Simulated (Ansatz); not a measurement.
in.yaml

```yaml
crystal:
  periodic: [false, false, false]
  atoms:
    - {symbol: B, position_ang: [0.000000, 0.000000, -0.724202]}
    - {symbol: Be, position_ang: [0.000000, 0.000000, 2.637798]}
    - {symbol: H, position_ang: [0.000000, 0.000000, -1.913597]}
basis:
  gaussian: {orbitals: cc-pVDZ}
magnetization: {spin_polarized: false, initial_magnetization: 2}
correlation: {method: fci, electrons: outside_noble_gas}
```

```sh
$ ansatz run in.yaml --threads 1 --pin off --events-out ev --progress --plain --max-ram 2393MiB
```

Output:

```
571 factors; integrals over basis functions are off by at most 2.1e-7 eV
mean field evaluation 1: about -1078.4538 eV, gradient 7.1e0 eV
mean field evaluation 2: about -1078.4552 eV, gradient 7.1e0 eV
mean field evaluation 4: about -1079.7485 eV, gradient 1.3e0 eV
mean field evaluation 8: about -1079.7758 eV, gradient 1.8e-1 eV
mean field evaluation 16: about -1079.7748 eV, gradient 4.4e-1 eV
mean field evaluation 32: about -1076.6616 eV, gradient 4.5e0 eV
mean field evaluation 64: about -1074.5446 eV, gradient 5.2e0 eV
mean field -1079.77633452 eV, -39.6810483949 hartree, gradient 2.3e-6 eV, S^2 2.000000; 5 other end points of the search recorded, 0 dependent functions left out
mean field evaluation 96: about -1079.9263 eV, gradient 1.6e-1 eV
mean field evaluation 128: about -1079.9230 eV, gradient 2.1e-1 eV
mean field evaluation 160: about -1078.8548 eV, gradient 4.9e-1 eV
2 core orbitals not correlated: weight in the atoms' cores, before any rotation towards them, 1.000 or more for the frozen orbitals, at most 0.000 for the correlated occupied ones
reference -1079.77633452 eV, -39.6810483949 hartree; 4, 2 occupied and 27, 29 virtual orbitals, 571 factors
state -1082.63531392 eV, -39.7861139501 hartree
Total energy: -1082.63531392 eV, -39.7861139501 hartree
```

Natural occupations: 1.9498 1.8155 0.9901 0.9859 0.0640 0.0603 0.0582 0.0193 0.0180 0.0072 0.0061 0.0058 0.0039 0.0039 0.0029 0.0027 0.0024 0.0009 0.0006 0.0005 0.0005 0.0003 0.0002 0.0002.

Ran on 1 thread of Arm Neoverse V1, shared host: 52 s wall, 0.69 GiB peak host memory.
